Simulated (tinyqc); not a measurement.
Worked calculation: geometry optimisation on the UHF/sto-6g surface (energies and gradients from PySCF), for CH2, spin multiplicity 3. Computed by tinyqc, a small Python program that keeps every step (integrals from PySCF). Settings: charge = 0, multiplicity = 3, basis = sto-6g, optimiser = sd, first Hessian = 0.6, largest step = 0.5, iteration cap = 30. Command: `OMP_NUM_THREADS=1 python tinyqc.py 20285 20286 out.jsonl` (the two numbers bound the seeds that draw the settings). One thread of a shared host (Intel(R) Xeon(R) Processor @ 2.60GHz), about 5 s of CPU time with the checks.

positions at the start (bohr), order 1C, 2H, 3H:
```
[[-0.011338, 0.017008, 0.032125],
 [-0.049133, 1.772563, 1.169740],
 [-0.034015, -1.804688, 1.283124]]
```

Stop when the largest gradient component is below 3e-5 hartree/bohr.

Course of the optimisation:
```
step   E (hartree)  largest gradient (hartree/bohr)
1     -38.80607583                         7.54e-02
2     -38.81513157                         2.80e-02
3     -38.81548813                         2.99e-02
4     -38.81562925                         3.33e-02
5     -38.81559767                         3.69e-02
6     -38.81547066                         4.12e-02
7     -38.81525870                         4.57e-02
8     -38.81496970                         5.08e-02
9     -38.81460321                         5.62e-02
10    -38.81415662                         6.21e-02
11    -38.81362759                         6.83e-02
12    -38.81301684                         7.47e-02
13    -38.81233058                         8.12e-02
14    -38.81158261                         8.77e-02
15    -38.81079531                         9.39e-02
16    -38.80999892                         9.97e-02
17    -38.80922851                         1.05e-01
18    -38.80851888                         1.09e-01
19    -38.80789860                         1.13e-01
20    -38.80738508                         1.16e-01
21    -38.80698246                         1.18e-01
22    -38.80668297                         1.20e-01
23    -38.80647089                         1.21e-01
24    -38.80632720                         1.22e-01
25    -38.80623352                         1.22e-01
26    -38.80617444                         1.22e-01
27    -38.80613818                         1.22e-01
28    -38.80611644                         1.23e-01
29    -38.80610368                         1.23e-01
30    -38.80609634                         1.23e-01
```

Can the last value be used, and what does the course show?

Not by the stop rule. Not converged within 30 steps: the energy rises at some steps, so steps overshoot. Reruns: method bfgs, first Hessian 0.6, largest step 0.3: converged in 8 (E = -38.81668).
